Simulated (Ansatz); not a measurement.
Input file:

```yaml
crystal:
  periodic: [false, false, false]
  atoms:
    - {symbol: Al, position_ang: [0.000000, 0.000000, -1.900067]}
    - {symbol: Ga, position_ang: [0.000000, 0.000000, 5.421933]}
    - {symbol: H, position_ang: [0.000000, 0.000000, -3.521867]}
basis:
  gaussian: {orbitals: cc-pVDZ}
magnetization: {spin_polarized: false, initial_magnetization: 1}
correlation: {method: ccsdt_q, electrons: outside_noble_gas}
```

```sh
$ ansatz run in.yaml --threads 1 --pin off --events-out ev --progress --plain --max-ram 4096MiB --backend cpu
```

(1) Roughly how long does this take on 1 thread of AMD EPYC 7R13, shared host, and how much host memory?

```
898 factors; integrals over basis functions are off by at most 2.6e-7 eV
mean field evaluation 1: about -58925.3965 eV, gradient 9.2e0 eV
mean field evaluation 2: about -58925.3979 eV, gradient 9.2e0 eV
mean field evaluation 4: about -58930.0367 eV, gradient 3.5e0 eV
mean field evaluation 8: about -58930.1536 eV, gradient 1.9e-1 eV
mean field evaluation 16: about -58925.8363 eV, gradient 5.7e0 eV
mean field evaluation 32: about -58925.3965 eV, gradient 9.2e0 eV
mean field evaluation 64: about -58930.1533 eV, gradient 3.3e-2 eV
mean field evaluation 96: about -58930.1380 eV, gradient 3.1e-1 eV
mean field evaluation 128: about -58930.1536 eV, gradient 1.3e-4 eV
mean field evaluation 160: about -58923.8087 eV, gradient 8.2e-1 eV
...
cycle   7  -3.31990034 eV  change   -1.7e-4 eV  update   1.5e-4
cycle   8  -3.32002619 eV  change   -1.3e-4 eV  update   7.7e-5
cycle   9  -3.31994510 eV  change    8.1e-5 eV  update   3.0e-5
cycle  10  -3.31994198 eV  change    3.1e-6 eV  update   1.9e-5
cycle  11  -3.31993326 eV  change    8.7e-6 eV  update   1.3e-5
cycle  12  -3.31994173 eV  change   -8.5e-6 eV  update   8.2e-6
cycle  13  -3.31994735 eV  change   -5.6e-6 eV  update   4.1e-6
cycle  14  -3.31994479 eV  change    2.6e-6 eV  update   1.7e-6
cycle  15  -3.31994333 eV  change    1.5e-6 eV  update   5.5e-7
cycle  16  -3.31994307 eV  change    2.5e-7 eV  update   2.3e-7
perturbative correction -0.00082753 eV, -0.0000304110 hartree
Total energy: -58933.47437924 eV, -2165.7652368935 hartree
```

For the same geometry and basis full CI lies 0.0 meV higher.

Answers

(1) 18 s wall and 0.21 GiB.
